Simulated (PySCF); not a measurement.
# Computed NMR parameters against published values

Atoms are numbered as in `[F:1][C:2]([F:3])([F:4])[F:5]`.

What is known from experiment: δ ¹³C C2 130.6 ppm (measured; gas; Olsson, Cremer, J. Chem. Phys. 1996, 105, 8995 (gas-phase data of Jameson 1987, Jameson 1981, Wasylishen 1984)).
σ ¹⁹F F1/F3/F4/F5 258.6 ppm (measured; gas, 300 K; M. E. Harding, PhD thesis, Mainz 2008 (Harding, Lenhart, Auer, Gauss, JCP 2008, 128, 244111)).
δ ¹⁹F F1/F3/F4/F5 -61.7 ppm (measured; G. Saielli, R. Bini, A. Bagno, Computational 19F NMR. 2. Organic compounds, RSC Adv. 2014, ESI (exp. from Berger-Braun-Kalinowski 1994 and Everett 1995)).
σ ¹³C C2 64.4 ppm (measured; gas, 300 K; A. A. Auer, PhD thesis, Mainz 2002 (Auer, Gauss, Stanton, JCP 2003, 118, 10407)).
σ ¹³C C2 64.4; σ ¹⁹F F1/F3/F4/F5 258.6 ppm (measured; gas; G. L. Stoychev, PhD thesis, Univ. Bonn 2021 (Stoychev, Auer, Izsak, Neese, JCTC 2018, 14, 619)).
σ ¹³C C2 64.5; σ ¹⁹F F1/F3/F4/F5 258.8 ppm (measured; gas, zero density; Jackowski, Slowinski, Molecules 2023, 28, 1499). Coupling constants: ¹J(C2,F5) -258.3 Hz, ¹J(C2,F1) -259.2 Hz.

PySCF calculation with σ from GIAO-B97-2/pcSseg-2, spin–spin couplings from B3LYP/pcJ-2 and PBE0-D3(BJ)/def2-TZVP structure; in vacuum, one conformer, relativity neglected, fast rotation and ring inversion assumed for equivalent nuclei.

(1) Set the calculated values beside the experiment.

(2) How far are the unscaled ¹⁹F shieldings from the references?

(3) How far are the unscaled ¹³C shieldings from the references?

Results:

(1) 
Reference values: measured (gas; Olsson, Cremer, J. Chem. Phys. 1996, 105, 8995 (gas-phase data of Jameson 1987, Jameson 1981, Wasylishen 1984)).
```csv
atoms,quantity,reference,computed
C2,δ ¹³C vs CH4 (gas),130.6,137.8
```

Reference values: measured (gas, 300 K; M. E. Harding, PhD thesis, Mainz 2008 (Harding, Lenhart, Auer, Gauss, JCP 2008, 128, 244111)).
| atoms | quantity | reference | computed |
| --- | --- | --- | --- |
| F1/F3/F4/F5 | σ ¹⁹F | 258.6 | 248.1 |

Reference values: measured (G. Saielli, R. Bini, A. Bagno, Computational 19F NMR. 2. Organic compounds, RSC Adv. 2014, ESI (exp. from Berger-Braun-Kalinowski 1994 and Everett 1995)).
```tsv
atoms	quantity	reference	computed	computed, scaled
F1/F3/F4/F5	δ ¹⁹F vs CFCl3	-61.7	-72.1	-62.5
```

Reference values: measured (gas, 300 K; A. A. Auer, PhD thesis, Mainz 2002 (Auer, Gauss, Stanton, JCP 2003, 118, 10407)).
```
atoms  quantity  reference  computed
   C2     σ ¹³C       64.4      52.3
```

Reference values: measured (gas; G. L. Stoychev, PhD thesis, Univ. Bonn 2021 (Stoychev, Auer, Izsak, Neese, JCTC 2018, 14, 619)).
| atoms | quantity | reference | computed |
| --- | --- | --- | --- |
| C2 | σ ¹³C | 64.4 | 52.3 |
| F1/F3/F4/F5 | σ ¹⁹F | 258.6 | 248.1 |

Reference values: measured (gas, zero density; Jackowski, Slowinski, Molecules 2023, 28, 1499).
```
      atoms  quantity  reference  computed
         C2     σ ¹³C       64.5      52.3
F1/F3/F4/F5     σ ¹⁹F      258.8     248.1
```

Absolute shieldings are compared as such; zero-point and thermal motion, absent here, lowers them by some tenths of a ppm for H, a few ppm for C and up to about 10 ppm for F.

Computed shifts are σ(ref) − σ with the named reference compound (TMS for H and C) calculated as an isolated molecule at the same level. The measured values may be among those fitted. Scaled to experiment by linear calibration (H and C: mostly CDCl3 data, vs TMS): ¹³C (scatter 2.0 ppm rms, 2.1 ppm with the 3 outliers that the fit left out); ¹⁹F (scatter 4.2 ppm rms, 5.7 ppm with the 8 outliers that the fit left out vs CFCl3, solution or neat liquid, with a term for F on sp3 carbon). Occasional misses reach two or three times the rms, and more in compound classes unlike the fitted ones.

Coupling constants in Hz:
| coupling | reference | computed | source |
| --- | --- | --- | --- |
| ¹J(C2,F5) | -258.3 | -347.3 | measured; gas, zero-density limit; Jackowski, Slowinski, Molecules 2023, 28, 1499 |
| ¹J(C2,F1) | -259.2 | -347.3 | measured; Jessen and Sauer, arXiv:2312.00705 |

(2) Mean signed difference -10.57 ppm, mean absolute 10.57 ppm over 3 comparisons; the largest is -10.7 ppm at F1/F3/F4/F5 (fluorine of CF4).

(3) Mean signed difference -12.13 ppm, mean absolute 12.13 ppm over 3 comparisons; the largest is -12.2 ppm at C2 (CF4 carbon).

10 of the 23 published NMR values on file for this molecule are compared. The rest: values from further sources or solvents, other calculations.

Common functionals overestimate the size of one-bond C–F couplings by tens of Hz; these are unscaled.
